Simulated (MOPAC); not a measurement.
MOPAC input (PM3):

```
PM3 PRECISE GNORM=0.05 LET XYZ GEO-OK AUX(PRECISION=9) THREADS=1
C4H4O

O     0.00698159 1   -0.00938093 1    1.15639185 1
C     0.01002135 1    1.09121187 1    0.35485194 1
C    -0.00584318 1   -1.09682594 1    0.33719784 1
C    -0.00057460 1    0.72400222 1   -0.94957313 1
C    -0.01096108 1   -0.70850213 1   -0.96113124 1
H     0.01993172 1    2.04136423 1    0.85814072 1
H    -0.00976940 1   -2.05501900 1    0.82508919 1
H    -0.00100663 1    1.38402074 1   -1.80017025 1
H    -0.02086345 1   -1.35463467 1   -1.82226699 1
```

From the last part of the output:

```
                                                       MOPAC v23.2.5 Linux

          FINAL HEAT OF FORMATION =         -4.08950 KCAL/MOL =     -17.11046 KJ/MOL

          COSMO AREA              =        101.65 SQUARE ANGSTROMS
          COSMO VOLUME            =         87.12 CUBIC ANGSTROMS

          GRADIENT NORM           =          0.01859          =       0.00620 PER ATOM
          IONIZATION POTENTIAL    =          9.376966 EV
          HOMO LUMO ENERGIES (EV) =         -9.377  0.609
          NO. OF FILLED LEVELS    =         13
          MOLECULAR WEIGHT        =         68.0750         POINT GROUP:  C2v

          MOLECULAR DIMENSIONS (Angstroms)

            Atom       Atom       Distance
            H     8    H     7     4.36260
            H     9    H     6     4.24521
            C     4    C     5     0.00000

          SCF CALCULATIONS        =         25

   ATOM   CHEMICAL          X               Y               Z
  NUMBER   SYMBOL      (ANGSTROMS)     (ANGSTROMS)     (ANGSTROMS)

     1       O          0.00708009  *  -0.00943820  *   1.17261790  *
     2       C          0.01014670  *   1.10386816  *   0.36046296  *
     3       C         -0.00590090  *  -1.10952768  *   0.34273424  *
     4       C         -0.00060628  *   0.72830436  *  -0.95985194  *
     5       C         -0.01105416  *  -0.71274248  *  -0.97139158  *
     6       H          0.02016900  *   2.05859558  *   0.87670861  *
     7       H         -0.00978181  *  -2.07243661  *   0.84363144  *
     8       H         -0.00131311  *   1.37096499  *  -1.83502421  *
     9       H         -0.02097706  *  -1.34122093  *  -1.85675031  *

                             CARTESIAN COORDINATES

   1    O        0.007080088    -0.009438196     1.172617905
   2    C        0.010146696     1.103868162     0.360462964
   3    C       -0.005900899    -1.109527684     0.342734240
   4    C       -0.000606277     0.728304364    -0.959851944
   5    C       -0.011054160    -0.712742476    -0.971391582
   6    H        0.020168997     2.058595582     0.876708608
   7    H       -0.009781806    -2.072436615     0.843631444
   8    H       -0.001313114     1.370964993    -1.835024210
   9    H       -0.020977059    -1.341220931    -1.856750306

           Empirical Formula: C4 H4 O  =     9 atoms

      MOLECULAR POINT GROUP   :   C2v

                  EIGENVALUES
 -41.05148 -31.75680 -27.81542 -21.00480 -20.81525 -18.99941 -15.62539 -15.00271
 -14.24181 -14.15865 -13.90305 -10.62295  -9.37697   0.60940   1.62854   2.48403
   2.97023   3.80181   3.98864   4.07435   4.12236   5.30942   5.77676   6.00225

              NET ATOMIC CHARGES AND DIPOLE CONTRIBUTIONS

  ATOM NO.   TYPE          CHARGE      No. of ELECS.   s-Pop       p-Pop
    1          O          -0.067040        6.0670     1.83227     4.23477
    2          C          -0.065918        4.0659     1.20599     2.85993
    3          C          -0.065920        4.0659     1.20599     2.85993
    4          C          -0.179022        4.1790     1.19059     2.98843
    5          C          -0.179018        4.1790     1.19059     2.98843
    6          H           0.146626        0.8534     0.85337
    7          H           0.146626        0.8534     0.85337
    8          H           0.131834        0.8682     0.86817
    9          H           0.131833        0.8682     0.86817
 DIPOLE           X         Y         Z       TOTAL
 POINT-CHG.    -0.000     0.001    -0.066     0.066
 HYBRID        -0.001     0.001    -0.150     0.150
 SUM           -0.001     0.002    -0.216     0.216

          ATOMIC ORBITAL ELECTRON POPULATIONS

     Atom    s        px        py        pz
    1  O   1.83227   1.74494   1.13984   1.34999
    2  C   1.20599   1.05250   0.89760   0.90983
    3  C   1.20599   1.05249   0.90000   0.90745
    4  C   1.19059   1.07499   0.95220   0.96124
    5  C   1.19059   1.07499   0.95123   0.96221
    6  H   0.85337
    7  H   0.85337
    8  H   0.86817
    9  H   0.86817

 **********************
 *                    *
 * JOB ENDED NORMALLY *
 *                    *
 **********************

 == MOPAC DONE ==
```
